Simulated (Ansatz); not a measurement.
Input file:

```yaml
crystal:
  periodic: [false, false, false]
  atoms:
    - {symbol: Be, position_ang: [0.002337, -0.001845, 1.074951]}
    - {symbol: Be, position_ang: [0.001504, -0.017987, -1.041662]}
    - {symbol: H, position_ang: [0.049468, 0.041323, 2.368703]}
    - {symbol: H, position_ang: [-0.053309, -0.021491, -2.401991]}
basis:
  gaussian: {orbitals: 6-31G}
magnetization: {spin_polarized: true, initial_magnetization: 0}
correlation: {method: mp2, electrons: valence}
accuracy: high
output: {forces: true}
```

```sh
$ ansatz run in.yaml --threads 1 --pin off --events-out ev --progress --plain --max-ram 2393MiB
```

Q: Roughly how long does this take on 1 thread of Arm Neoverse V1, shared host, and how much host memory?

A: 0.33 s wall and 0.07 GiB.

```
515 factors; integrals over basis functions are off by at most 2.5e-9 eV
mean field evaluation 1: about -825.5972 eV, gradient 7.4e0 eV
mean field evaluation 2: about -825.5804 eV, gradient 7.3e0 eV
mean field evaluation 4: about -826.3947 eV, gradient 2.0e-1 eV
mean field evaluation 8: about -826.3932 eV, gradient 1.5e-4 eV
mean field evaluation 16: about -826.3930 eV, gradient 8.6e-2 eV
mean field -826.39317552 eV, -30.3693890509 hartree, gradient 6.2e-9 eV, S^2 0.000000; 2 other end points of the search recorded, 0 dependent functions left out
reference -826.39317552 eV, -30.3693890509 hartree; 5, 5 occupied and 17, 17 virtual orbitals, 515 factors
second order -1.27298092 eV of doubles, -0.00000000 eV of singles
the calculation of the forces begins
Total energy: -827.66615644 eV, -30.4161702368 hartree
Atom 0 at     0.002337    -0.001845     1.074951 Å, force     0.045610     0.001097    -1.036096 eV/Å
Atom 1 at     0.001504    -0.017987    -1.041662 Å, force    -0.084876    -0.011200    -0.026404 eV/Å
Atom 2 at     0.049468     0.041323     2.368703 Å, force     0.000150     0.011296     1.001592 eV/Å
Atom 3 at    -0.053309    -0.021491    -2.401991 Å, force     0.039116    -0.001192     0.060907 eV/Å
Dipole moment:     0.002004    -0.009637     0.030129 e Å
```

Forces (eV/Å):
```
Be   0.046  0.001 -1.036
Be  -0.085 -0.011 -0.026
H    0.000  0.011  1.002
H    0.039 -0.001  0.061
```
